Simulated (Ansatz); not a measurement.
A calculation with Ansatz (development build ahead of 0.2.0).

```yaml
crystal:
  periodic: [false, false, false]
  atoms:
    - { symbol: "N", position_ang: [1.02788, 0.0, 0.0] }
    - { symbol: C, position_ang: [0.30746, 1.02968, 0.0] }
    - { symbol: C, position_ang: [-0.90426, 0.65388, 0.0] }
    - { symbol: C, position_ang: [-0.90426, -0.65388, 0.0] }
    - { symbol: C, position_ang: [0.30746, -1.02968, 0.0] }
    - { symbol: H, position_ang: [1.95685, 0.0, 0.0] }
    - { symbol: H, position_ang: [0.70897, 1.94642, 0.0] }
    - { symbol: H, position_ang: [-1.70419, 1.25613, 0.0] }
    - { symbol: H, position_ang: [-1.70419, -1.25613, 0.0] }
    - { symbol: H, position_ang: [0.70897, -1.94642, 0.0] }
basis:
  gaussian: { orbitals: cc-pVDZ }
hamiltonian:
  xc: hf
correlation:
  method: mp2
  frozen_orbitals: { C: 1, H: 0, "N": 1 }
```

The input is written out in the form of the current development build from the run's settings.

The run gave:

| Item | Value |
| --- | --- |
| Converged | yes |
| Reference energy | -208.73483 hartree |
| Correlation energy | -0.66976 hartree |
| Total energy | -209.40459 hartree |
| Spin squared of the determinant | 0.000 |

Caution: no unrestricted run beside it, a lower state can exist.
